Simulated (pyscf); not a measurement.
PySCF, gas phase, ωB97X-D3(BJ)/def2-SVP geometries. MP2 and CC: frozen core, UHF for open shells. ΔMP2 is the change of the MP2 total energy from the triple- to the quadruple-zeta basis.

Q: Al–Cl [singlet] + ethylene (H₂C=CH₂) → cyclic C₂H₄AlCl (SMILES [Cl][Al]1[CH2][CH2]1)
Surface: singlet. Broken: none. Formed: Al–C, Al–C. Give ΔE‡ and ΔE from CCSD(T)/def2-TZVPP + ΔMP2(QZVPP), relative to the separated reactants.

A: ΔE‡ = 27.9 kcal/mol, ΔE = +8.0 kcal/mol. Zero-point energy shifts the barrier by +0.2 kcal/mol. It is a cycloaddition, with an imaginary mode of 459i cm⁻¹. On the reactant side the descent ends in a complex, 4.5 kcal/mol under the separated species and 32.6 kcal/mol under the saddle at ωB97X-D3(BJ)/def2-TZVP. This is the saddle that the search found; another between the same sides may lie lower. One closed-shell reference is unstable to symmetry breaking; treat the single-reference values with care. The CCSD(T) − MP2 part came from Ansatz, without density fitting, on the same reference.
